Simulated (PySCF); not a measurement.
CH3N.
InChI=1S/CH3N/c1-2/h2H,1H2

The closed-shell ground state was solved at several levels (PySCF, density fitting, gas phase, non-relativistic). Geometry: PBE0-D3(BJ)/def2-TZVP; no solvent, vibrations or thermal averaging.

| level | basis functions | total energy (Eh) | HOMO (eV) | LUMO (eV) | gap (eV) | dipole (D) |
| --- | --- | --- | --- | --- | --- | --- |
| KT3/pcSseg-2 | 114 | -96.1138 | -6.49 | -1.60 | 4.89 | 1.90 |
| PBE0/pcJ-2 | 174 | -94.5549 | -7.81 | -0.52 | 7.29 | 2.04 |
| B97-2/pcJ-2 | 174 | -94.6367 | -7.55 | -0.59 | 6.96 | 2.03 |
| B97-2/pcSseg-2 | 114 | -94.6325 | -7.55 | -0.60 | 6.95 | 2.03 |
| PBE0/pcSseg-2 | 114 | -94.5512 | -7.81 | -0.52 | 7.29 | 2.05 |

Q: What might PBE0/aug-cc-pVTZ (161 basis functions) give for the same quantities?

A: Total energy -94.5498 Eh, HOMO -7.83 eV, LUMO -0.62 eV, gap 7.21 eV, dipole 2.01 D.

Q: How much does the basis alone move the frontier levels among the 3 PBE0 rows (the withheld one included)?

A: The HOMO by 0.02 eV and the LUMO by 0.10 eV. By rising basis size (HOMO, LUMO in eV): pcSseg-2 -7.81, -0.52; aug-cc-pVTZ -7.83, -0.62; pcJ-2 -7.81, -0.52.

Q: In the pcSseg-2 basis, how does the gap go with the fixed share of exact exchange?

A: KT3 (0 %) 4.89 eV; B97-2 (21 %) 6.95 eV; PBE0 (25 %) 7.29 eV. Each rise in the share widens the gap here.

Q: How far do the dipole and the HOMO energy spread over the levels?

A: The dipole runs from 1.90 to 2.05 D (mean 2.01 D) and the HOMO from -7.83 to -6.49 eV.
